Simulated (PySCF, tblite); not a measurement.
**C4H6NO radical: geometry, infrared bands and EPR parameters**

What infrared bands and EPR parameters should C4H6NO radical (`O=CN[C]1CC1`) show?

The runs use tblite 0.8.0 and PySCF 2.14.0, with density-fitted response routines of our own; the level of theory stands in each step. All values are computed, except where a source is named. Atoms are numbered from 0 throughout.

### 1 Starting geometry

12 atoms, charge 0, multiplicity 2; geometry from: force field or distance geometry start.

Bonds of the start (Å): O0–C1 1.26, C1–N2 1.39, N2–C3 1.43, C3–C4 1.51, C4–C5 1.52, C5–C3 1.49, C1–H6 1.10, N2–H7 1.06, C4–H8 1.08, C4–H9 1.11, C5–H10 1.12, C5–H11 1.12.

### 2 Relaxing the molecule with GFN2-xTB

What the job is given:

```
{"job": {"kind": "relax", "xc": "GFN2-xTB", "basis": "xTB"}, "charge": 0, "multiplicity": 2}
O      1.549100    -0.085600     1.585400
C      1.891800    -0.165700     0.380100
N      1.044300    -0.344300    -0.711300
C     -0.379800    -0.438000    -0.706900
C     -1.213000    -0.388100     0.556100
C     -1.311200     0.700700    -0.501300
H      2.980400    -0.102400     0.208800
H      1.519800    -0.390600    -1.658600
H     -0.752000    -0.193100     1.514200
H     -2.122500    -1.022500     0.614600
H     -2.288200     0.705500    -1.046100
H     -0.917700     1.723400    -0.261100
```

Command:

```console
> OMP_NUM_THREADS=1 python probes_run.py task.json out
```

The driver reads the jobs from task.json and runs them one after another.

**Question.** This job is followed by: GFN2-xTB harmonic vibrations, gas phase; UKS B3LYP, pcH-1 on C H N O, non-relativistic, mean-field spin-orbit, GIAO. What will the session give for the following? strongest single infrared mode (GFN2-xTB); zero-point energy (GFN2-xTB); g(iso) (B3LYP); ⟨S²⟩; largest a(iso) (averaged by class); potential on the surface of density 0.002 e/bohr³, 1st and 99th percentile.

**Answer**, as computed:

```
                                                                  quantity                  value
                                 strongest single infrared mode (GFN2-xTB)  1725 cm⁻¹, 544 km/mol
                                              zero-point energy (GFN2-xTB)          58.0 kcal/mol
                                                            g(iso) (B3LYP)                2.00299
                                                                      ⟨S²⟩     0.755 (exact 0.75)
                                        largest a(iso) (averaged by class)   13C on C3, 291.7 MHz
potential on the surface of density 0.002 e/bohr³, 1st and 99th percentile     -1.92 V and 2.29 V
```

In words: Relaxing lowered the energy by 0.615 eV in 64 steps; the close pair that moved most is N2–C3, from 1.427 to 1.361 Å. All 30 modes are real, so the xTB geometry is a minimum. The strongest single mode, at 1725 cm⁻¹, moves mainly C1 and O0. GFN2-xTB is a fitted tight-binding method: band positions and strengths are rough. Its intensities can rank the bands wrongly. C3 carries the largest spin population, 0.78 e. The isotropic g lies 0.7 ppt above the free-electron value.
